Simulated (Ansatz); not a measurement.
# Worked example: H₂As–AsH₂, triplet against H₂As–AsH₂, singlet

Geometry (PBE0/def2-TZVP stationary point of a singlet), kept for both states (H2As–AsH2, singlet: A'; H2As–AsH2, triplet: A''):

```xyz
6

As    0.0276    0.0000    1.2417
As    0.0276    0.0000   -1.2417
H    -1.0276    1.0883    1.3713
H    -1.0267   -1.0892    1.3713
H    -1.0276    1.0883   -1.3713
H    -1.0267   -1.0892   -1.3713
```

Basis cc-pVTZ; Ansatz 0.2.0. Only valence electrons are correlated (noble-gas cores and the filled d shells of p-block atoms frozen). R marks a restricted (for open shells ROHF) determinant, U an unrestricted one. No spin–orbit coupling is included, and no scalar relativity.

Full CI isn't at hand for all of this; UCCSDT(Q) serves as the reference, and is uncertain by the last step of the cluster series or more.

```tsv
level	E(H2As–AsH2, singlet) (hartree)	E(H2As–AsH2, triplet) (hartree)
UHF	-4470.804844	-4470.651068
UMP2	-4471.096028	-4470.927548
UCCSD(T)	-4471.151609	-4470.984870
PBE	-4473.550490	-4473.390518
r2SCAN	-4474.210377	-4474.050560
UCCSDT(Q)	-4471.153582	-4470.987366
```

Question: Give the vertical gap, H2As–AsH2 triplet less H2As–AsH2 singlet, at each level in eV (1 hartree = 27.2114 eV), and each error against UCCSDT(Q).

Answer: UCCSDT(Q): (-4470.987366 − (-4471.153582)) × 27.2114 = 4.523 eV (the reference)
r2SCAN: (-4474.050560 − (-4474.210377)) × 27.2114 = 4.349 eV, error -0.174 eV
PBE: (-4473.390518 − (-4473.550490)) × 27.2114 = 4.353 eV, error -0.170 eV
UCCSD(T): (-4470.984870 − (-4471.151609)) × 27.2114 = 4.537 eV, error 0.014 eV
UMP2: (-4470.927548 − (-4471.096028)) × 27.2114 = 4.585 eV, error 0.062 eV
UHF: (-4470.651068 − (-4470.804844)) × 27.2114 = 4.184 eV, error -0.339 eV

Total energies of functionals can't be set beside those of wave-function methods, since they hold the core's correlation and their own absolute errors; only the differences compare.

Each level lands on the state that its own search finds. T1 diagnostics of restricted CCSD: 0.014 and 0.020.
